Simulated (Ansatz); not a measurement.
**SiH₂F radical: one structure at several levels**

The atoms stand at a structure displaced at random from a GFN2-xTB minimum. How far do the functionals agree with CCSD(T) there?

Computed with Ansatz 0.2.0, Gaussian basis. Level: single points in def2-TZVPP.

Cores are frozen in the correlated methods. Orbitals are unrestricted.

### 1 The starting structure

4 atoms, charge 0, spin multiplicity 2.

Atoms are counted from 1 here; the program's logs count them from 0.

Bond lengths: F1–Si2 1.754 Å, Si2–H3 1.346 Å, Si2–H4 1.491 Å. Angles: F1–Si2–H3 101.9°, F1–Si2–H4 104.4°, H3–Si2–H4 120.1°.

Geometry (Å):

```
F     1.2223    0.7166   -0.4183
Si   -0.1693   -0.3232   -0.1768
H    -1.1883    0.5528   -0.2618
H     0.1097   -1.0249    1.1092
```

### 2 CCSD(T)/def2-TZVPP

Contents of run/in.yaml:

```yaml
crystal:
  periodic: [false, false, false]
  atoms:
    - {symbol: F, position_ang: [1.222300, 0.716600, -0.418300]}
    - {symbol: Si, position_ang: [-0.169300, -0.323200, -0.176800]}
    - {symbol: H, position_ang: [-1.188300, 0.552800, -0.261800]}
    - {symbol: H, position_ang: [0.109700, -1.024900, 1.109200]}
basis:
  gaussian: {orbitals: def2-TZVPP}
magnetization: {spin_polarized: true, initial_magnetization: 1}
correlation: {method: ccsd_t}
scf: {omitted_lower_state_checks: [cluster_reference]}
output: {forces: true}
```

The command line of these runs was not kept.

### 3 PBE0-D4/def2-TZVPP

run/in.yaml: that of step 2 with these lines changed.

```diff
@@ -10,4 +10,3 @@
 magnetization: {spin_polarized: true, initial_magnetization: 1}
-correlation: {method: ccsd_t}
-scf: {omitted_lower_state_checks: [cluster_reference]}
-output: {forces: true}
+hamiltonian: {xc: pbe0, dispersion: d4}
+output: {forces: true, orbitals: {seedname: orbitals}}
```

### 4 wB97M-V/def2-TZVPP

run/in.yaml: that of step 3 with these lines changed.

```diff
@@ -10,3 +10,3 @@
 magnetization: {spin_polarized: true, initial_magnetization: 1}
-hamiltonian: {xc: pbe0, dispersion: d4}
-output: {forces: true, orbitals: {seedname: orbitals}}
+hamiltonian: {xc: {name: wB97M-V}}
+output: {forces: true}
```

### 5 r2SCAN-D4/def2-TZVPP

run/in.yaml: that of step 4 with these lines changed.

```diff
@@ -10,3 +10,3 @@
 magnetization: {spin_polarized: true, initial_magnetization: 1}
-hamiltonian: {xc: {name: wB97M-V}}
+hamiltonian: {xc: r2scan, dispersion: d4}
 output: {forces: true}
```

### 6 PBE-D4/def2-TZVPP

run/in.yaml: that of step 5 with these lines changed.

```diff
@@ -10,3 +10,3 @@
 magnetization: {spin_polarized: true, initial_magnetization: 1}
-hamiltonian: {xc: r2scan, dispersion: d4}
+hamiltonian: {xc: pbe, dispersion: d4}
 output: {forces: true}
```

### 7 HSE06-D4/def2-TZVPP

run/in.yaml: that of step 6 with these lines changed.

```diff
@@ -10,3 +10,3 @@
 magnetization: {spin_polarized: true, initial_magnetization: 1}
-hamiltonian: {xc: pbe, dispersion: d4}
+hamiltonian: {xc: hse06, dispersion: d4}
 output: {forces: true}
```

### 8 r2SCAN0-D4/def2-TZVPP

run/in.yaml: that of step 7 with these lines changed.

```diff
@@ -10,3 +10,3 @@
 magnetization: {spin_polarized: true, initial_magnetization: 1}
-hamiltonian: {xc: hse06, dispersion: d4}
+hamiltonian: {xc: {name: r2SCAN0}, dispersion: d4}
 output: {forces: true}
```

(Steps that only read results are left out.)

Before running it: what results should come out? Wanted: energy less free atoms, CCSD(T)/def2-TZVPP; RMS force component; RMS force error; HOMO and LUMO, PBE0-D4; T1 diagnostic.

The runs gave:

| quantity | value |
| --- | --- |
| energy less free atoms, CCSD(T)/def2-TZVPP | -1101.0 kJ/mol |
| RMS force component | 1.918 to 2.087 eV/Å over the methods |
| RMS force error | PBE0-D4 0.062, wB97M-V 0.088, r2SCAN-D4 0.064, PBE-D4 0.272, HSE06-D4 0.063, r2SCAN0-D4 0.088 eV/Å |
| HOMO and LUMO, PBE0-D4 | -6.78 and -2.75 eV |
| T1 diagnostic | 0.016 |

In words: Against CCSD(T) the functionals' energies less atoms differ by -39.1 to -8.8 kJ/mol, PBE-D4 by -34.6 kJ/mol. A larger basis would deepen the CCSD(T) value, while the functionals are nearly converged already, so the order here is not reliable. On forces the order runs from PBE0-D4 to PBE-D4.
